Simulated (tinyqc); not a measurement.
Inside a calculation (part 2 of 2). Method: RHF in the sto-6g basis, for NH3, spin multiplicity 1. Computed by tinyqc, a small Python program that keeps every step (integrals from PySCF). Command: `OMP_NUM_THREADS=1 python tinyqc.py 23697 23698 out.jsonl` (the two numbers bound the seeds that draw the settings). One thread of a shared host (Intel(R) Xeon(R) Processor @ 2.60GHz), about 0.2 s of CPU time with the checks.

Geometry (angstrom):
```
atom          x          y         z
N      0.000000   0.000000  0.405000
H      1.114000   0.000000  0.000000
H     -0.557000   0.965000  0.000000
H     -0.557000  -0.965000  0.000000
```

## Iteration 1: diagonalisation and new density

Fock matrix F (hartree), order 1N 1s, 1N 2s, 1N 2px, 1N 2py, 1N 2pz, 2H 1s, 3H 1s, 4H 1s:
```
[[-13.639956, -3.381196, -0.000005, 0.000000, 0.010140, -0.603142, -0.602864, -0.602864],
 [-3.381196, -1.028573, -0.000064, 0.000000, 0.148065, -0.384707, -0.384568, -0.384568],
 [-0.000005, -0.000064, 0.417256, 0.000000, 0.000022, -0.127493, 0.063703, 0.063703],
 [0.000000, 0.000000, 0.000000, 0.417253, 0.000000, 0.000000, -0.110397, 0.110397],
 [0.010140, 0.148065, 0.000022, 0.000000, 0.509419, 0.080945, 0.080915, 0.080915],
 [-0.603142, -0.384707, -0.127493, 0.000000, 0.080945, 0.001978, -0.118088, -0.118088],
 [-0.602864, -0.384568, 0.063703, -0.110397, 0.080915, -0.118088, 0.002043, -0.118024],
 [-0.602864, -0.384568, 0.063703, 0.110397, 0.080915, -0.118088, -0.118024, 0.002043]]
```

X, order 1N 1s, 1N 2s, 1N 2px, 1N 2py, 1N 2pz, 2H 1s, 3H 1s, 4H 1s:
```
[[-0.332557, 0.000233, 0.000000, 0.743305, 0.616513, -0.000067, 0.000000, 0.153554],
 [1.202047, -0.000593, 0.000000, -0.177366, 0.219129, -0.000111, 0.000000, 0.442846],
 [0.000614, 0.923792, 0.000000, -0.000025, 0.000029, 0.648855, 0.000000, 0.000095],
 [0.000000, 0.000000, 0.923802, 0.000000, 0.000000, 0.000000, 0.648811, 0.000000],
 [-0.350908, 0.000136, 0.000000, -0.667778, 0.692705, 0.000007, 0.000000, -0.131334],
 [-0.568296, -0.880187, 0.000000, -0.132696, -0.108415, 0.453786, 0.000000, 0.309713],
 [-0.567427, 0.440528, -0.762431, -0.132752, -0.108461, -0.226989, 0.393067, 0.309585],
 [-0.567427, 0.440528, 0.762431, -0.132752, -0.108461, -0.226989, -0.393067, 0.309585]]
```

D at the start, order 1N 1s, 1N 2s, 1N 2px, 1N 2py, 1N 2pz, 2H 1s, 3H 1s, 4H 1s:
```
[[2.128135, -0.595997, -0.000024, 0.000000, 0.037490, 0.073906, 0.073880, 0.073880],
 [-0.595997, 2.751313, 0.000164, 0.000000, -0.227559, -0.324787, -0.324661, -0.324661],
 [-0.000024, 0.000164, 2.319841, 0.000000, -0.000065, -0.378130, 0.188974, 0.188974],
 [0.000000, 0.000000, 0.000000, 2.319819, 0.000000, 0.000000, -0.327400, 0.327400],
 [0.037490, -0.227559, -0.000065, 0.000000, 2.078907, 0.130937, 0.130873, 0.130873],
 [0.073906, -0.324787, -0.378130, 0.000000, 0.130937, 0.105234, 0.012785, 0.012785],
 [0.073880, -0.324661, 0.188974, -0.327400, 0.130873, 0.012785, 0.105175, 0.012763],
 [0.073880, -0.324661, 0.188974, 0.327400, 0.130873, 0.012785, 0.012763, 0.105175]]
```

overlap S, order 1N 1s, 1N 2s, 1N 2px, 1N 2py, 1N 2pz, 2H 1s, 3H 1s, 4H 1s:
```
[[1.000000, 0.229416, 0.000000, 0.000000, 0.000000, 0.040476, 0.040457, 0.040457],
 [0.229416, 1.000000, 0.000000, 0.000000, 0.000000, 0.394278, 0.394167, 0.394167],
 [0.000000, 0.000000, 1.000000, 0.000000, 0.000000, 0.352595, -0.176231, -0.176231],
 [0.000000, 0.000000, 0.000000, 1.000000, 0.000000, 0.000000, 0.305319, -0.305319],
 [0.000000, 0.000000, 0.000000, 0.000000, 1.000000, -0.128188, -0.128139, -0.128139],
 [0.040476, 0.394278, 0.352595, 0.000000, -0.128188, 1.000000, 0.134109, 0.134109],
 [0.040457, 0.394167, -0.176231, 0.305319, -0.128139, 0.134109, 1.000000, 0.134030],
 [0.040457, 0.394167, -0.176231, -0.305319, -0.128139, 0.134109, 0.134030, 1.000000]]
```

A level shift of 0.2 hartree raises the virtual space: F + shift (S - S D(s) S), with D(s) the density of one spin (D/2). Diagonalise F' = X^T F X, C = X C', fill 5 alpha and 5 beta electrons from the bottom; D = 2 C_occ C_occ^T. Each column has its largest component positive (the first on a tie).

F' = X^T F X (hartree):
```
[[0.513173, 0.000431, 0.000000, 1.211508, 1.011867, -0.000056, 0.000000, 0.228944],
 [0.000431, 0.932746, 0.000000, -0.001105, -0.000988, 0.110611, 0.000000, -0.000322],
 [0.000000, 0.000000, 0.932656, 0.000000, 0.000000, 0.000000, 0.110598, 0.000000],
 [1.211508, -0.001105, 0.000000, -6.082762, -6.367065, 0.000872, 0.000000, -2.786467],
 [1.011867, -0.000988, 0.000000, -6.367065, -5.588704, 0.000846, 0.000000, -2.718165],
 [-0.000056, 0.110611, 0.000000, 0.000872, 0.000846, 0.174207, 0.000000, 0.000401],
 [0.000000, 0.000000, 0.110598, 0.000000, 0.000000, 0.000000, 0.174179, 0.000000],
 [0.228944, -0.000322, 0.000000, -2.786467, -2.718165, 0.000401, 0.000000, -1.487141]]
```

orbital energies (hartree): [-13.645654, -0.298921, 0.158381, 0.158407, 0.500921, 0.798219, 0.948454, 0.948547]

coefficients C, order 1N 1s, 1N 2s, 1N 2px, 1N 2py, 1N 2pz, 2H 1s, 3H 1s, 4H 1s:
```
[[0.994541, -0.208196, 0.000000, 0.000023, -0.117002, -0.143582, 0.000000, -0.000122],
 [0.025361, 0.740700, 0.000000, -0.000113, 0.598982, 0.901358, 0.000000, 0.000837],
 [0.000002, 0.000076, 0.000000, 0.511701, -0.000016, -0.000732, 0.000000, 1.006264],
 [0.000000, 0.000000, 0.511661, 0.000000, 0.000000, 0.000000, 1.006265, 0.000000],
 [-0.002638, -0.151540, 0.000000, -0.000003, 0.797528, -0.638069, 0.000000, -0.000500],
 [-0.004675, 0.181718, 0.000000, 0.573747, -0.230625, -0.600550, 0.000000, -0.807971],
 [-0.004674, 0.181641, 0.496929, -0.286950, -0.230678, -0.601374, -0.699188, 0.403204],
 [-0.004674, 0.181641, -0.496929, -0.286950, -0.230678, -0.601374, 0.699188, 0.403204]]
```

D after iteration 1, order 1N 1s, 1N 2s, 1N 2px, 1N 2py, 1N 2pz, 2H 1s, 3H 1s, 4H 1s:
```
[[2.092295, -0.398141, -0.000001, 0.000000, -0.128772, -0.030972, -0.030964, -0.030964],
 [-0.398141, 1.816119, -0.000022, 0.000000, 0.730785, -0.007451, -0.007433, -0.007433],
 [-0.000001, -0.000022, 0.523676, 0.000000, -0.000051, 0.587209, -0.293630, -0.293630],
 [0.000000, 0.000000, 0.000000, 0.523593, 0.000000, 0.000000, 0.508518, -0.508518],
 [-0.128772, 0.730785, -0.000051, 0.000000, 1.318044, -0.422913, -0.422970, -0.422970],
 [-0.030972, -0.007451, 0.587209, 0.000000, -0.422913, 0.830834, -0.156815, -0.156815],
 [-0.030964, -0.007433, -0.293630, 0.508518, -0.422970, -0.156815, 0.831013, -0.156742],
 [-0.030964, -0.007433, -0.293630, -0.508518, -0.422970, -0.156815, -0.156742, 0.831013]]
```

## Iteration 2: building the Fock matrix

core Hamiltonian H = T + V (hartree), order 1N 1s, 1N 2s, 1N 2px, 1N 2py, 1N 2pz, 2H 1s, 3H 1s, 4H 1s:
```
[[-25.776225, -5.633025, -0.000006, 0.000000, 0.012522, -1.000834, -1.000368, -1.000368],
 [-5.633025, -7.519818, -0.000061, 0.000000, 0.144037, -2.484336, -2.483509, -2.483509],
 [-0.000006, -0.000061, -6.281158, 0.000000, 0.000022, -1.895342, 0.947245, 0.947245],
 [0.000000, 0.000000, 0.000000, -6.281160, 0.000000, 0.000000, -1.641128, 1.641128],
 [0.012522, 0.144037, 0.000022, 0.000000, -6.191005, 0.722605, 0.722296, 0.722296],
 [-1.000834, -2.484336, -1.895342, 0.000000, 0.722605, -4.098548, -0.730091, -0.730091],
 [-1.000368, -2.483509, 0.947245, -1.641128, 0.722296, -0.730091, -4.098009, -0.729662],
 [-1.000368, -2.483509, 0.947245, 1.641128, 0.722296, -0.730091, -0.729662, -4.098009]]
```

nuclear repulsion = 10.19676510 hartree

Given earlier and not repeated: Two-electron integrals (ij|kl) in chemists' order.

J_ij = sum D_kl (ij|kl), K_ij = sum D_kl (ik|jl); F = H + J - 0.5 K; E = tr D H + tr D J / 2 - 0.25 tr D K + E_nn.

Coulomb J (hartree), order 1N 1s, 1N 2s, 1N 2px, 1N 2py, 1N 2pz, 2H 1s, 3H 1s, 4H 1s:
```
[[14.253627, 2.480709, 0.000005, 0.000000, 0.012507, 0.450483, 0.450272, 0.450272],
 [2.480709, 6.640602, 0.000032, 0.000000, -0.013251, 2.197947, 2.197232, 2.197232],
 [0.000005, 0.000032, 6.643815, 0.000000, -0.000015, 1.833255, -0.916224, -0.916224],
 [0.000000, 0.000000, 0.000000, 6.643825, 0.000000, 0.000000, 1.587371, -1.587371],
 [0.012507, -0.013251, -0.000015, 0.000000, 6.634164, -0.675157, -0.674867, -0.674867],
 [0.450483, 2.197947, 1.833255, 0.000000, -0.675157, 4.293199, 0.645109, 0.645109],
 [0.450272, 2.197232, -0.916224, 1.587371, -0.674867, 0.645109, 4.292800, 0.644724],
 [0.450272, 2.197232, -0.916224, -1.587371, -0.674867, 0.645109, 0.644724, 4.292800]]
```

exchange K (hartree), order 1N 1s, 1N 2s, 1N 2px, 1N 2py, 1N 2pz, 2H 1s, 3H 1s, 4H 1s:
```
[[8.487436, 1.267567, 0.000002, 0.000000, -0.003275, 0.245584, 0.245471, 0.245471],
 [1.267567, 2.036159, 0.000056, 0.000000, 0.169707, 0.801023, 0.800798, 0.800798],
 [0.000002, 0.000056, 1.314528, 0.000000, -0.000091, 0.699793, -0.349793, -0.349793],
 [0.000000, 0.000000, 0.000000, 1.314441, 0.000000, 0.000000, 0.605971, -0.605971],
 [-0.003275, 0.169707, -0.000091, 0.000000, 1.611875, -0.287129, -0.287058, -0.287058],
 [0.245584, 0.801023, 0.699793, 0.000000, -0.287129, 1.215242, 0.213467, 0.213467],
 [0.245471, 0.800798, -0.349793, 0.605971, -0.287058, 0.213467, 1.215159, 0.213337],
 [0.245471, 0.800798, -0.349793, -0.605971, -0.287058, 0.213467, 0.213337, 1.215159]]
```

Fock matrix F (hartree), order 1N 1s, 1N 2s, 1N 2px, 1N 2py, 1N 2pz, 2H 1s, 3H 1s, 4H 1s:
```
[[-15.766316, -3.786100, -0.000002, 0.000000, 0.026666, -0.673143, -0.672832, -0.672832],
 [-3.786100, -1.897296, -0.000058, 0.000000, 0.045932, -0.686900, -0.686676, -0.686676],
 [-0.000002, -0.000058, -0.294607, 0.000000, 0.000053, -0.411984, 0.205918, 0.205918],
 [0.000000, 0.000000, 0.000000, -0.294556, 0.000000, 0.000000, -0.356743, 0.356743],
 [0.026666, 0.045932, 0.000053, 0.000000, -0.362778, 0.191012, 0.190958, 0.190958],
 [-0.673143, -0.686900, -0.411984, 0.000000, 0.191012, -0.412970, -0.191715, -0.191715],
 [-0.672832, -0.686676, 0.205918, -0.356743, 0.190958, -0.191715, -0.412788, -0.191606],
 [-0.672832, -0.686676, 0.205918, 0.356743, 0.190958, -0.191715, -0.191606, -0.412788]]
```

total energy of this density = -55.87851269 hartree

## Iteration 2: diagonalisation and new density

As before.

F' = X^T F X (hartree):
```
[[0.134445, 0.000509, 0.000000, 1.589799, 1.095727, -0.000060, 0.000000, 0.124483],
 [0.000509, 0.692584, 0.000000, -0.001423, -0.001056, 0.077917, 0.000000, -0.000269],
 [0.000000, 0.000000, 0.692544, 0.000000, 0.000000, 0.000000, 0.077884, 0.000000],
 [1.589799, -0.001423, 0.000000, -7.561707, -6.903837, 0.000946, 0.000000, -3.056544],
 [1.095727, -0.001056, 0.000000, -6.903837, -6.986082, 0.000947, 0.000000, -2.967241],
 [-0.000060, 0.077917, 0.000000, 0.000946, 0.000947, -0.552289, 0.000000, 0.000424],
 [0.000000, 0.000000, 0.077884, 0.000000, 0.000000, 0.000000, -0.552257, 0.000000],
 [0.124483, -0.000269, 0.000000, -3.056544, -2.967241, 0.000424, 0.000000, -2.297075]]
```

orbital energies (hartree): [-15.768727, -1.097520, -0.557147, -0.557111, -0.430510, 0.586337, 0.697398, 0.697442]

coefficients C, order 1N 1s, 1N 2s, 1N 2px, 1N 2py, 1N 2pz, 2H 1s, 3H 1s, 4H 1s:
```
[[0.996680, -0.218560, 0.000045, 0.000000, -0.075934, -0.140917, 0.000000, -0.000118],
 [0.015706, 0.834841, -0.000247, 0.000000, 0.429925, 0.915676, 0.000000, 0.000835],
 [0.000001, 0.000067, 0.590113, 0.000000, 0.000157, -0.000666, 0.000000, 0.962378],
 [0.000000, 0.000000, 0.000000, 0.590091, 0.000000, 0.000000, 0.962371, 0.000000],
 [-0.002856, -0.068770, -0.000234, 0.000000, 0.858588, -0.569424, 0.000000, -0.000450],
 [-0.002996, 0.134508, 0.507786, 0.000000, -0.202073, -0.622759, 0.000000, -0.851049],
 [-0.002995, 0.134437, -0.253854, 0.439731, -0.202326, -0.623638, -0.736505, 0.424744],
 [-0.002995, 0.134437, -0.253854, -0.439731, -0.202326, -0.623638, 0.736505, 0.424744]]
```

D after iteration 2, order 1N 1s, 1N 2s, 1N 2px, 1N 2py, 1N 2pz, 2H 1s, 3H 1s, 4H 1s:
```
[[2.093812, -0.398910, 0.000002, 0.000000, -0.106024, -0.034034, -0.034031, -0.034031],
 [-0.398910, 1.764084, -0.000044, 0.000000, 0.623344, 0.050488, 0.050528, 0.050528],
 [0.000002, -0.000044, 0.696467, 0.000000, -0.000015, 0.599257, -0.299651, -0.299651],
 [0.000000, 0.000000, 0.000000, 0.696414, 0.000000, 0.000000, 0.518963, -0.518963],
 [-0.106024, 0.623344, -0.000015, 0.000000, 1.483821, -0.365714, -0.365784, -0.365784],
 [-0.034034, 0.050488, 0.599257, 0.000000, -0.365714, 0.633562, -0.139854, -0.139854],
 [-0.034031, 0.050528, -0.299651, 0.518963, -0.365784, -0.139854, 0.633647, -0.139808],
 [-0.034031, 0.050528, -0.299651, -0.518963, -0.365784, -0.139854, -0.139808, 0.633647]]
```

## Iteration 17 (converged): orbitals

converged F (hartree), order 1N 1s, 1N 2s, 1N 2px, 1N 2py, 1N 2pz, 2H 1s, 3H 1s, 4H 1s:
```
[[-15.511460, -3.738266, -0.000003, 0.000000, 0.022032, -0.665278, -0.664971, -0.664971],
 [-3.738266, -1.777633, -0.000049, 0.000000, 0.061148, -0.662138, -0.661933, -0.661933],
 [-0.000003, -0.000049, -0.209213, 0.000000, 0.000030, -0.394965, 0.197419, 0.197419],
 [0.000000, 0.000000, 0.000000, -0.209179, 0.000000, 0.000000, -0.342018, 0.342018],
 [0.022032, 0.061148, 0.000030, 0.000000, -0.285045, 0.175701, 0.175654, 0.175654],
 [-0.665278, -0.662138, -0.394965, 0.000000, 0.175701, -0.372245, -0.184370, -0.184370],
 [-0.664971, -0.661933, 0.197419, -0.342018, 0.175654, -0.184370, -0.372090, -0.184263],
 [-0.664971, -0.661933, 0.197419, 0.342018, 0.175654, -0.184370, -0.184263, -0.372090]]
```

Diagonalise F' = X^T F X, C = X C', fill 5 alpha and 5 beta electrons from the bottom; D = 2 C_occ C_occ^T. Each column has its largest component positive (the first on a tie).

F' = X^T F X (hartree):
```
[[0.074065, 0.000475, 0.000000, 1.467422, 1.128060, -0.000057, 0.000000, 0.186057],
 [0.000475, 0.566751, 0.000000, -0.001322, -0.001084, 0.077223, 0.000000, -0.000297],
 [0.000000, 0.000000, 0.566698, 0.000000, 0.000000, 0.000000, 0.077193, 0.000000],
 [1.467422, -0.001322, 0.000000, -7.420388, -6.820208, 0.000942, 0.000000, -3.006757],
 [1.128060, -0.001084, 0.000000, -6.820208, -6.834659, 0.000923, 0.000000, -2.935708],
 [-0.000057, 0.077223, 0.000000, 0.000942, 0.000923, -0.494996, 0.000000, 0.000430],
 [0.000000, 0.000000, 0.077193, 0.000000, 0.000000, 0.000000, -0.494989, 0.000000],
 [0.186057, -0.000297, 0.000000, -3.006757, -2.935708, 0.000430, 0.000000, -2.225965]]
```

orbital energies (hartree): [-15.514169, -1.003886, -0.500583, -0.500572, -0.332444, 0.443551, 0.572281, 0.572339]

coefficients C, order 1N 1s, 1N 2s, 1N 2px, 1N 2py, 1N 2pz, 2H 1s, 3H 1s, 4H 1s:
```
[[0.996457, -0.212754, 0.000031, 0.000000, -0.077842, -0.150043, 0.000000, -0.000127],
 [0.016684, 0.795691, -0.000170, 0.000000, 0.415651, 0.956210, 0.000000, 0.000879],
 [0.000001, 0.000054, 0.580500, 0.000000, 0.000072, -0.000684, 0.000000, 0.968207],
 [0.000000, 0.000000, 0.000000, 0.580478, 0.000000, 0.000000, 0.968200, 0.000000],
 [-0.002613, -0.091883, -0.000083, 0.000000, 0.883288, -0.526789, 0.000000, -0.000446],
 [-0.003093, 0.156596, 0.516200, 0.000000, -0.164179, -0.628721, 0.000000, -0.845964],
 [-0.003092, 0.156529, -0.258107, 0.447044, -0.164284, -0.629632, -0.732089, 0.422181],
 [-0.003092, 0.156529, -0.258107, -0.447044, -0.164284, -0.629632, 0.732089, 0.422181]]
```

D after iteration 17, order 1N 1s, 1N 2s, 1N 2px, 1N 2py, 1N 2pz, 2H 1s, 3H 1s, 4H 1s:
```
[[2.088501, -0.370033, 0.000004, 0.000000, -0.103624, -0.047205, -0.047206, -0.047206],
 [-0.370033, 1.612335, -0.000052, 0.000000, 0.587970, 0.112442, 0.112512, 0.112512],
 [0.000004, -0.000052, 0.673961, 0.000000, 0.000020, 0.599301, -0.299669, -0.299669],
 [0.000000, 0.000000, 0.000000, 0.673910, 0.000000, 0.000000, 0.518998, -0.518998],
 [-0.103624, 0.587970, 0.000020, 0.000000, 1.577295, -0.318882, -0.318926, -0.318926],
 [-0.047205, 0.112442, 0.599301, 0.000000, -0.318882, 0.635898, -0.163483, -0.163483],
 [-0.047206, 0.112512, -0.299669, 0.518998, -0.318926, -0.163483, 0.635935, -0.163457],
 [-0.047206, 0.112512, -0.299669, -0.518998, -0.318926, -0.163483, -0.163457, 0.635935]]
```

Within a degenerate level the vectors are fixed only up to a rotation; this is one choice.

## Convergence

Stop when the energy changes by less than 1e-08 hartree and every element of the error matrix X^T (F D S - S D F) X is below 3e-05.

Course of the cycle:
```
iteration   E (hartree)     change  largest element of the error matrix
1          -53.33735553          -                             8.12e-01
2          -55.87851269  -2.54e+00                             1.99e-01
3          -55.92449660  -4.60e-02                             4.18e-02
4          -55.92672871  -2.23e-03                             2.03e-02
5          -55.92736253  -6.34e-04                             1.19e-02
6          -55.92758765  -2.25e-04                             6.93e-03
7          -55.92766932  -8.17e-05                             4.10e-03
8          -55.92769912  -2.98e-05                             2.45e-03
9          -55.92771001  -1.09e-05                             1.48e-03
10         -55.92771398  -3.98e-06                             8.95e-04
11         -55.92771544  -1.45e-06                             5.41e-04
12         -55.92771597  -5.31e-07                             3.27e-04
13         -55.92771616  -1.94e-07                             1.98e-04
14         -55.92771623  -7.07e-08                             1.20e-04
15         -55.92771626  -2.58e-08                             7.23e-05
16         -55.92771627  -9.42e-09                             4.37e-05
17         -55.92771627  -3.44e-09                             2.64e-05
```

PySCF RHF in the same basis = -55.92771627 hartree

Converged in 17 iterations.

## Populations, bond orders and dipole

Mulliken: Z minus the diagonal of D S on the atom; Loewdin: the same with S^(1/2) D S^(1/2); Mayer order: 2 sum_s sum (D(s) S)_ij (D(s) S)_ji over the two atoms.

Charges (e):
```
atom   Mulliken    Loewdin
1N    -0.339983  -0.236783
2H     0.113341   0.078929
3H     0.113321   0.078927
4H     0.113321   0.078927
```

Mayer bond orders:
```
pair     order
2-1   0.957164
3-1   0.957160
3-2   0.014995
4-1   0.957160
4-2   0.014995
4-3   0.015004
```

dipole moment about the origin, x y z (debye): [0.000097, 0.000000, -1.632421]
